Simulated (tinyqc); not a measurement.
Worked calculation: coupled-perturbed Hartree-Fock on RHF in the sto-3g basis, for H3O+, spin multiplicity 1. One step of it, computed by the program tinyqc.

Task: Coupled step 1. U_ai = -(mu_ai + sum_bj [4 (ai|bj) - (ab|ij) - (aj|bi)] U_bj) / (e_a - e_i); alpha = -4 sum U_ai mu_ai.

uncoupled U:
```
           i1        i2         i3        i4         i5
a6   0.000000  0.000000   0.000000  0.479364   0.000000
a7  -0.002474  0.063427  -0.313102  0.000000  -0.186199
a8   0.000000  0.000000   0.000000  0.312906   0.000000
```

dipole integrals <a|y|i> (bohr):
```
          i1         i2        i3         i4        i5
a6  0.000000   0.000000  0.000000  -0.630330  0.000000
a7  0.052513  -0.138325  0.469381   0.000000  0.238827
a8  0.000000   0.000000  0.000000  -0.469109  0.000000
```

orbital energies (hartree): MO1 -20.884120, MO2 -1.842885, MO3 -1.161139, MO4 -1.161134, MO5 -0.944650, MO6 0.153796, MO7 0.337990, MO8 0.338067

Two-electron integrals over orbitals (pq|rs), unique and non-zero (hartree):
```
(11|11) 4.742237    (21|11) -0.427530   (21|21) 0.061264    (22|11) 1.028066
(22|21) -0.014610   (22|22) 0.735249    (31|11) 0.000044    (31|21) -4.77e-06
(31|22) 0.000006    (31|31) 0.014647    (32|11) -0.000009   (32|21) 3.28e-06
(32|22) 0.000028    (32|31) 0.022264    (32|32) 0.144249    (33|11) 0.890146
(33|21) -0.006577   (33|22) 0.676892    (33|31) 0.002500    (33|32) 0.033499
(33|33) 0.691431    (41|41) 0.014646    (42|41) 0.022263    (42|42) 0.144237
(43|41) -0.002505   (43|42) -0.033526   (43|43) 0.042606    (44|11) 0.890125
(44|21) -0.006577   (44|22) 0.676869    (44|31) -0.002502   (44|32) -0.033518
(44|33) 0.606233    (44|44) 0.691420    (51|11) -0.096300   (51|21) 0.010648
(51|22) -0.012396   (51|31) -1.46e-06   (51|32) 5.15e-07    (51|33) -0.003312
(51|44) -0.003312   (51|51) 0.027392    (52|11) 0.037914    (52|21) -0.006276
(52|22) -0.027209   (52|31) 6.26e-07    (52|32) 2.93e-06    (52|33) 0.001293
(52|44) 0.001290    (52|51) 0.030117    (52|52) 0.139661    (53|11) -0.000014
(53|21) 1.23e-06    (53|22) -3.55e-07   (53|31) 0.003437    (53|32) 0.006133
(53|33) -0.002608   (53|44) 0.002599    (53|51) -3.25e-06   (53|52) -0.000012
(53|53) 0.036669    (54|41) 0.003436    (54|42) 0.006129    (54|43) 0.002603
(54|54) 0.036668    (55|11) 1.102817    (55|21) -0.013571   (55|22) 0.740483
(55|31) 1.19e-06    (55|32) -0.000005   (55|33) 0.670684    (55|44) 0.670672
(55|51) 0.010845    (55|52) 0.065421    (55|53) -0.000014   (55|55) 0.883910
(61|11) -0.303819   (61|21) 0.044643    (61|22) -0.008658   (61|31) -0.000011
(61|32) -0.000009   (61|33) -0.004432   (61|44) -0.004430   (61|51) 0.002275
(61|52) -0.010768   (61|53) -3.58e-07   (61|55) -0.011926   (61|61) 0.033735
(62|11) 0.342151    (62|21) -0.010462   (62|22) 0.144257    (62|31) -4.76e-06
(62|32) -0.000026   (62|33) 0.104773    (62|44) 0.104758    (62|51) -0.011362
(62|52) -0.020924   (62|53) -0.000007   (62|55) 0.156989    (62|61) -0.005322
(62|62) 0.083347    (63|11) -0.000201   (63|21) 0.000005    (63|22) -0.000090
(63|31) 0.007193    (63|32) -0.009158   (63|33) -0.022602   (63|44) 0.022460
(63|51) 5.95e-07    (63|52) -0.000012   (63|53) 0.005031    (63|55) -0.000104
(63|61) -2.34e-07   (63|62) -0.000060   (63|63) 0.049638    (64|41) 0.007189
(64|42) -0.009203   (64|43) 0.022537    (64|54) 0.005037    (64|64) 0.049690
(65|11) -0.084746   (65|21) -0.001447   (65|22) -0.054777   (65|31) -2.46e-06
(65|32) -0.000014   (65|33) -0.029502   (65|44) -0.029490   (65|51) 0.016593
(65|52) 0.053935    (65|53) -0.000016   (65|55) -0.034305   (65|61) -0.004615
(65|62) -0.037510   (65|63) 0.000018    (65|65) 0.037853    (66|11) 0.694026
(66|21) -0.007648   (66|22) 0.544383    (66|31) -0.000011   (66|32) -0.000093
(66|33) 0.521164    (66|44) 0.521242    (66|51) -0.014002   (66|52) -0.046180
(66|53) 0.000011    (66|55) 0.519500    (66|61) -0.002800   (66|62) 0.061161
(66|63) 0.000017    (66|65) -0.033249   (66|66) 0.483098    (71|41) 0.016832
(71|42) 0.023816    (71|43) -0.002272   (71|54) 0.003985    (71|64) 0.007887
(71|71) 0.019399    (72|41) 0.014576    (72|42) 0.043938    (72|43) 0.013965
(72|54) 0.015069    (72|64) 0.037209    (72|71) 0.015949    (72|72) 0.050925
(73|41) 0.003354    (73|42) 0.042291    (73|43) -0.004300   (73|54) -0.003170
(73|64) -0.022782   (73|71) 0.003839    (73|72) -0.000955   (73|73) 0.034145
(74|11) 0.364697    (74|21) -0.007765   (74|22) 0.152433    (74|31) 0.003356
(74|32) 0.042292    (74|33) 0.129197    (74|44) 0.120601    (74|51) 0.000778
(74|52) 0.028944    (74|53) -0.003173   (74|55) 0.185007    (74|61) -0.005748
(74|62) 0.082987    (74|63) -0.022806   (74|65) -0.018406   (74|66) 0.045634
(74|74) 0.142764    (75|41) 0.005422    (75|42) 0.031547    (75|43) -0.008657
(75|54) 0.023714    (75|64) -0.008668   (75|71) 0.006071    (75|72) 0.009187
(75|73) 0.011299    (75|75) 0.027523    (76|41) 0.013655    (76|42) 0.101996
(76|43) -0.040189   (76|54) -0.006387   (76|64) -0.042905   (76|71) 0.014925
(76|72) 0.001157    (76|73) 0.049885    (76|75) 0.024753    (76|76) 0.117390
(77|11) 0.808721    (77|21) -0.008467   (77|22) 0.593145    (77|31) -0.000491
(77|32) -0.032090   (77|33) 0.541604    (77|44) 0.613858    (77|51) -0.002257
(77|52) -0.000126   (77|53) 0.007493    (77|55) 0.589580    (77|61) -0.005715
(77|62) 0.073681    (77|63) 0.039037    (77|65) -0.017106   (77|66) 0.497931
(77|74) 0.066175    (77|77) 0.592089    (81|11) 0.000164    (81|21) -0.000026
(81|22) -1.75e-07   (81|31) -0.016832   (81|32) -0.023817   (81|33) -0.002263
(81|44) 0.002271    (81|51) -2.02e-06   (81|52) 4.34e-06    (81|53) -0.003986
(81|55) 0.000006    (81|61) -0.000010   (81|62) 0.000010    (81|63) -0.007891
(81|65) 4.65e-06    (81|66) 0.000015    (81|74) -0.003837   (81|77) 0.000323
(81|81) 0.019399    (82|11) -0.000212   (82|21) 4.98e-06    (82|22) -0.000095
(82|31) -0.014575   (82|32) -0.043924   (82|33) 0.013921    (82|44) -0.014041
(82|51) 0.000005    (82|52) 3.63e-06    (82|53) -0.015069   (82|55) -0.000098
(82|61) 0.000010    (82|62) -0.000028   (82|63) -0.037213   (82|65) 0.000022
(82|66) -0.000038   (82|74) 0.000906    (82|77) -0.023515   (82|81) 0.015948
(82|82) 0.050926    (83|11) -0.364681   (83|21) 0.007766    (83|22) -0.152402
(83|31) 0.003354    (83|32) 0.042321    (83|33) -0.120588   (83|44) -0.129196
(83|51) -0.000778   (83|52) -0.028943   (83|53) -0.003162   (83|55) -0.184995
(83|61) 0.005744    (83|62) -0.082987   (83|63) -0.022707   (83|65) 0.018392
(83|66) -0.045724   (83|74) -0.077179   (83|77) -0.100488   (83|81) -0.003843
(83|82) 0.001019    (83|83) 0.142787    (84|41) -0.003361   (84|42) -0.042301
(84|43) 0.004293    (84|54) 0.003165    (84|64) 0.022758    (84|71) -0.003846
(84|72) 0.000931    (84|73) -0.031416   (84|75) -0.011299   (84|76) -0.049873
(84|84) 0.034129    (85|11) 0.000025    (85|21) 5.73e-07    (85|22) 0.000013
(85|31) -0.005421   (85|32) -0.031545   (85|33) -0.008638   (85|44) 0.008660
(85|51) -0.000009   (85|52) -0.000033   (85|53) -0.023715   (85|55) 4.36e-06
(85|61) 0.000005    (85|62) 0.000020    (85|63) 0.008653    (85|65) -0.000006
(85|66) 0.000038    (85|74) -0.011294   (85|77) 0.009912    (85|81) 0.006071
(85|82) 0.009184    (85|83) -0.011310   (85|85) 0.027520    (86|11) 0.000022
(86|21) -8.12e-07   (86|22) -0.000010   (86|31) -0.013654   (86|32) -0.101967
(86|33) -0.040113   (86|44) 0.040161    (86|51) 0.000006    (86|52) 0.000018
(86|53) 0.006375    (86|55) 0.000019    (86|61) 0.000006    (86|62) 3.57e-06
(86|63) 0.042808    (86|65) 0.000023    (86|66) 0.000118    (86|74) -0.049856
(86|77) 0.057846    (86|81) 0.014924    (86|82) 0.001168    (86|83) -0.049905
(86|85) 0.024737    (86|86) 0.117265    (87|41) 0.000485    (87|42) 0.032041
(87|43) -0.036115   (87|54) -0.007496   (87|64) -0.039088   (87|71) 0.000313
(87|72) -0.023465   (87|73) 0.017131    (87|75) 0.009899    (87|76) 0.057827
(87|84) -0.017113   (87|87) 0.048048    (88|11) 0.808733    (88|21) -0.008467
(88|22) 0.593169    (88|31) 0.000507    (88|32) 0.032198    (88|33) 0.613910
(88|44) 0.541568    (88|51) -0.002257   (88|52) -0.000126   (88|53) -0.007503
(88|55) 0.589589    (88|61) -0.005715   (88|62) 0.073699    (88|63) -0.039173
(88|65) -0.017121   (88|66) 0.497820    (88|74) 0.100530    (88|77) 0.495844
(88|81) -0.000332   (88|82) 0.023420    (88|83) -0.066099   (88|85) -0.009929
(88|86) -0.057930   (88|88) 0.592216
```

Give: U after step 1; polarisability.

Result:

U after step 1:
```
        i1     i2      i3     i4      i5
a6   0.000  0.000   0.000  0.602   0.000
a7  -0.003  0.095  -0.391  0.000  -0.245
a8   0.000  0.000   0.000  0.391   0.000
```

polarisability = 3.273 bohr^3
